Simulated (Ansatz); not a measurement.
# AlFH2S (SMILES [F][AlH][SH]): one structure at several levels

How do the functionals fare away from a minimum? The structure is a structure displaced at random from a GFN2-xTB minimum.

The runs use Ansatz 0.2.0, Gaussian basis; single points in def2-TZVPP.

Correlated methods freeze the cores.

## 1. Where the work starts

SMILES `[F][AlH][SH]`, 5 atoms, charge 0, spin multiplicity 1.

Atoms are counted from 1 here; the program's logs count them from 0.

Bond lengths: F1–Al2 1.707 Å, Al2–S3 2.248 Å, Al2–H4 1.551 Å, S3–H5 1.396 Å. Angles: F1–Al2–S3 127.1°, F1–Al2–H4 105.8°, S3–Al2–H4 127.1°, Al2–S3–H5 92.7°.

As a file:

```xyz
5
charge 0, multiplicity 1
F    -1.3002   -1.1036    1.1600
Al   -0.4903   -0.3442   -0.1368
S     1.6964    0.1608   -0.2583
H    -1.5734   -0.0792   -1.2152
H     1.5497    1.2884    0.5510
```

## 2. CCSD(T)/def2-TZVPP

File run/in.yaml:

```yaml
crystal:
  periodic: [false, false, false]
  atoms:
    - {symbol: F, position_ang: [-1.300200, -1.103600, 1.160000]}
    - {symbol: Al, position_ang: [-0.490300, -0.344200, -0.136800]}
    - {symbol: S, position_ang: [1.696400, 0.160800, -0.258300]}
    - {symbol: H, position_ang: [-1.573400, -0.079200, -1.215200]}
    - {symbol: H, position_ang: [1.549700, 1.288400, 0.551000]}
basis:
  gaussian: {orbitals: def2-TZVPP}
correlation: {method: ccsd_t}
output: {forces: true}
```

The command line of these runs was not kept.

## 3. PBE0-D4/def2-TZVPP

run/in.yaml: that of step 2 with these lines changed.

```diff
@@ -10,3 +10,3 @@
   gaussian: {orbitals: def2-TZVPP}
-correlation: {method: ccsd_t}
-output: {forces: true}
+hamiltonian: {xc: pbe0, dispersion: d4}
+output: {forces: true, orbitals: {seedname: orbitals}}
```

## 4. wB97M-V/def2-TZVPP

run/in.yaml: that of step 3 with these lines changed.

```diff
@@ -10,3 +10,3 @@
   gaussian: {orbitals: def2-TZVPP}
-hamiltonian: {xc: pbe0, dispersion: d4}
-output: {forces: true, orbitals: {seedname: orbitals}}
+hamiltonian: {xc: {name: wB97M-V}}
+output: {forces: true}
```

## 5. r2SCAN-D4/def2-TZVPP

run/in.yaml: that of step 4 with these lines changed.

```diff
@@ -10,3 +10,3 @@
   gaussian: {orbitals: def2-TZVPP}
-hamiltonian: {xc: {name: wB97M-V}}
+hamiltonian: {xc: r2scan, dispersion: d4}
 output: {forces: true}
```

## 6. PBE-D4/def2-TZVPP

run/in.yaml: that of step 5 with these lines changed.

```diff
@@ -10,3 +10,3 @@
   gaussian: {orbitals: def2-TZVPP}
-hamiltonian: {xc: r2scan, dispersion: d4}
+hamiltonian: {xc: pbe, dispersion: d4}
 output: {forces: true}
```

## 7. SPW92/def2-TZVPP

run/in.yaml: that of step 6 with these lines changed.

```diff
@@ -10,3 +10,3 @@
   gaussian: {orbitals: def2-TZVPP}
-hamiltonian: {xc: pbe, dispersion: d4}
+hamiltonian: {xc: lda}
 output: {forces: true}
```

## 8. LC-wPBE/def2-TZVPP

run/in.yaml: that of step 7 with these lines changed.

```diff
@@ -10,3 +10,3 @@
   gaussian: {orbitals: def2-TZVPP}
-hamiltonian: {xc: lda}
+hamiltonian: {xc: {name: LC-wPBE}}
 output: {forces: true}
```

(Steps that only read results are left out.)

Before running it: what results should come out? Wanted: energy less free atoms, CCSD(T)/def2-TZVPP; RMS force component; RMS force error; HOMO and LUMO, PBE0-D4; T1 diagnostic.

As calculated:

| quantity | value |
| --- | --- |
| energy less free atoms, CCSD(T)/def2-TZVPP | -15.808 eV |
| RMS force component | 0.513 to 0.731 eV/Å over the methods |
| RMS force error | PBE0-D4 0.048, wB97M-V 0.063, r2SCAN-D4 0.045, PBE-D4 0.210, SPW92 0.176, LC-wPBE 0.126 eV/Å |
| HOMO and LUMO, PBE0-D4 | -7.90 and -1.57 eV |
| T1 diagnostic | 0.013 |

Against CCSD(T) the functionals' energies less atoms differ by -2.441 to -0.107 eV, PBE-D4 by -0.457 eV. A larger basis would deepen the CCSD(T) value, while the functionals are nearly converged already, so the order here is not reliable. For forces r2SCAN-D4 does best and PBE-D4 worst. Frozen-core CCSD(T) forces in triple zeta carry basis errors of their own, and this is one geometry, so small gaps rank nothing.
